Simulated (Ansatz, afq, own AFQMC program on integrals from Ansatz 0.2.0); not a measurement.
**MgF⁻, triplet in aug-cc-pVDZ along one coordinate**

```xyz
2

F     0.0000    0.0000    0.0000
Mg    0.0000    0.0000    1.8040
```

The F1–Mg2 distance is changed with both sides rigid. Energies in kcal/mol count from this geometry (1.804 Å) at the same level; the start stands on UHF, each point on the determinant named.

Basis aug-cc-pVDZ. Noble-gas cores (and the filled d shells of Ga–Kr and In–Xe) are frozen. AFQMC by an in-house program on the Cholesky factors that Ansatz 0.2.0 writes for its CCSD(T) run. ph-AFQMC/CISD is guided by a CISD state made of CCSD amplitudes; releasing the constraint for a short imaginary time cuts its bias at the price of noise, slowly where states lie close. Error bars are statistical, one sigma.

Cautions, each for one point or more: lower spins were not checked.

```
r(F1–Mg2) / Å  det.     T1  weight  ⟨S²⟩  CCSD(T)  ph-AFQMC/CISD  CCSDT(Q)  r2SCAN  wB97M-V
        1.445   UHF  0.019    0.93  2.00     52.5     52.9 ± 0.4      52.6    49.0     49.6
        2.222   UHF  0.022    0.92  2.00     15.4     15.3 ± 0.5      15.2    16.2     16.0
        2.882   UHF  0.028    0.92  2.00     45.9     46.3 ± 0.5      45.6    46.5     47.2
        4.027   UHF  0.026    0.92  2.00     70.2     70.5 ± 0.5      69.9    68.4     72.8
        6.189   UHF  0.022    0.93  2.00     80.2     80.5 ± 0.7      80.1    72.8     83.0
```

Weight is that of the determinant in the CISD state; at the start T1 is 0.018 and the weight 0.93, and ⟨S²⟩ is 2.00. Largest departures from CCSDT(Q), at the points where its series has closed: CCSD(T) 0.3 kcal/mol at 2.882 (on UHF), ph-AFQMC/CISD 0.7 kcal/mol at 2.882 (on UHF) (within the noise), r2SCAN -7.3 kcal/mol at 6.189, wB97M-V -2.9 kcal/mol at 1.445. Functionals count only at points shown to share the start's state and spin. In this small basis the wave-function levels are far from their limit, so their gap to the functionals isn't the functionals' error.

Some points may be missing: those where a free walk finds a much lower state, and past Zn most of those on another determinant than at the start.

A walk keeps the symmetry of its determinant, which the program's search chose and which needn't be the lowest solution, so a lower state of the same spin and another symmetry isn't excluded.
